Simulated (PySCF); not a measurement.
Nonlinear optical response: `CCNCCN`, C4H12N2

Geometry (Å), atoms numbered from 1 in this order:
```xyz
18

C     2.5177    0.6084   -0.1332
C     1.2975   -0.1891    0.2824
N     0.3252   -0.2573   -0.7871
C    -0.8723   -1.0157   -0.4851
C    -1.8760   -0.1780    0.3100
N    -2.2509    1.0684   -0.3235
H     3.0338    0.1317   -0.9830
H     2.2295    1.6243   -0.4422
H     3.2415    0.6854    0.6915
H     0.8268    0.2961    1.1540
H     1.6099   -1.1991    0.6335
H     0.7694   -0.6138   -1.6286
H    -1.3423   -1.3025   -1.4414
H    -0.6545   -1.9618    0.0602
H    -1.4530    0.0461    1.3056
H    -2.7786   -0.7812    0.5039
H    -2.7839    0.8697   -1.1696
H    -1.3884    1.5070   -0.6510
```

Level of theory: quadratic response CAM-B3LYP/def2-TZVPD first hyperpolarisability, Taylor convention, gas phase in PySCF. Geometry: PBE0-D3(BJ)/def2-SVP.

(1) What is the first hyperpolarisability, and how does it disperse?

(2) Which lowest excitations, dipole and polarisabilities go with it?

## Answers

(1) In au, Taylor convention; the vector part is βᵢ = ⅓ Σⱼ (βᵢⱼⱼ + βⱼᵢⱼ + βⱼⱼᵢ); β∥ is 3/5 of the vector part along the dipole, the dipole points from − to +:
| process | λ (nm) | β vector norm | β∥ | β HRS | depolarisation ratio |
| --- | --- | --- | --- | --- | --- |
| static β(0;0,0) | ∞ | 153.0 | -58.4 | 61.2 | 5.68 |
| second harmonic β(−2ω;ω,ω) | 1907 | 161.5 | -61.7 | 64.6 | 5.63 |
| Pockels β(−ω;ω,0) | 1907 | 155.8 | -59.5 | – | – |
| second harmonic β(−2ω;ω,ω) | 1064 | 183.2 | -70.2 | 73.3 | 5.52 |
| Pockels β(−ω;ω,0) | 1064 | 162.1 | -62.0 | – | – |

(2) S1 5.83 eV (f = 0.001); S2 6.16 eV (f = 0.032); S3 6.55 eV (f = 0.032); dipole 2.36 D; isotropic α 71.3 au static, 71.4 au at 1907 nm, 71.8 au at 1064 nm, 71.9 au at 953.5 nm, 73.5 au at 532 nm.
